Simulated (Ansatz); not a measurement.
Method: Ansatz (a quantum-chemistry and plane-wave program) with frozen-core CCSD(T)/cc-pVTZ // PBE-D3(BJ)/def2-TZVP.

Ansatz 0.2 input:
```yaml
crystal:
  periodic: [false, false, false]
  atoms:
    - { symbol: C, position_ang: [1.679285, -0.246368, -0.519633] }
    - { symbol: C, position_ang: [0.491324, -0.072087, -0.360815] }
    - { symbol: C, position_ang: [-0.933909, 0.137013, -0.170279] }
    - { symbol: H, position_ang: [2.729019, -0.400377, -0.659973] }
    - { symbol: H, position_ang: [-1.179669, 0.237663, 0.897576] }
    - { symbol: H, position_ang: [-1.51468, -0.707109, -0.57153] }
    - { symbol: H, position_ang: [-1.271377, 1.05126, -0.681266] }
basis:
  gaussian: { orbitals: cc-pVTZ }
correlation:
  method: ccsd_t
```

Output:

```
Functional definition: HF
822 factors; integrals over basis functions are off by at most 1.0e-3 eV
mean field evaluation 1: about -3151.9891 eV, gradient 2.6e1 eV
mean field evaluation 2: about -3151.9933 eV, gradient 2.6e1 eV
mean field evaluation 4: about -3153.9620 eV, gradient 2.3e0 eV
mean field evaluation 8: about -3153.9816 eV, gradient 2.3e-1 eV
mean field evaluation 16: about -3153.9784 eV, gradient 4.5e-1 eV
mean field -3153.98170856 eV, -115.9066899439 hartree, gradient 2.1e-6 eV, S^2 0.000000; 0 other end points of the search recorded, 0 dependent functions left out
3 core orbitals not correlated
reference -3153.98170856 eV, -115.9066899439 hartree; 8, 8 occupied and 135, 135 virtual orbitals, 822 factors
second order -13.14483732 eV of doubles, -0.00000000 eV of singles
cycle   1  -13.26960558 eV  change   -1.2e-1 eV  update   8.4e-2
cycle   2  -13.64537274 eV  change   -3.8e-1 eV  update   2.6e-2
cycle   3  -13.72567264 eV  change   -8.0e-2 eV  update   1.2e-2
cycle   4  -13.72790279 eV  change   -2.2e-3 eV  update   3.3e-3
cycle   5  -13.72976413 eV  change   -1.9e-3 eV  update   1.1e-3
cycle   6  -13.73012227 eV  change   -3.6e-4 eV  update   3.0e-4
cycle   7  -13.73016810 eV  change   -4.6e-5 eV  update   7.0e-5
cycle   8  -13.73020055 eV  change   -3.2e-5 eV  update   1.9e-5
cycle   9  -13.73020126 eV  change   -7.1e-7 eV  update   4.6e-6
perturbative correction -0.65033067 eV, -0.0238992113 hartree
Total energy: -3168.36224048 eV, -116.4351647447 hartree
```

Cost: around 12 core-seconds (rough).
